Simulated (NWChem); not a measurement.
Species: C$_{2}$H$_{5}$O, doublet; SMILES CC[O]

Results from NWChem. Pople sets run with spherical d functions. Spin-unrestricted. Structure relaxed at the PBE0/def2-SVP, spin-unrestricted level. No stability test was run on the SCF state. Solvent water, SMD (1 M gas to 1 M solution), gas-phase geometry. Reactions with the solvent are ignored.

| level | basis functions | solvation free energy (kcal/mol) | cavity-dispersion-structure term (kcal/mol) | dipole in solution (D) | relative time |
|---|---|---|---|---|---|
| M06-2X/STO-3G | 20 | 0.0 | 2.3 | 1.46 | 1 |
| M06-2X/3-21G | 37 | -2.7 | 2.3 | 2.62 | 2 |
| M06-2X/6-31G* | 52 | -2.3 | 2.3 | 2.64 | 3 |
| M06-2X/6-31+G* | 64 | -3.1 | 2.3 | 3.02 | 4 |
| M06-2X/6-311G** | 84 | -2.7 | 2.3 | 2.77 | 5 |
| M06-2X/6-311++G** | 101 | -3.2 | 2.3 | 3.06 | 8 |

Relative times are rough (shared machine, one core).
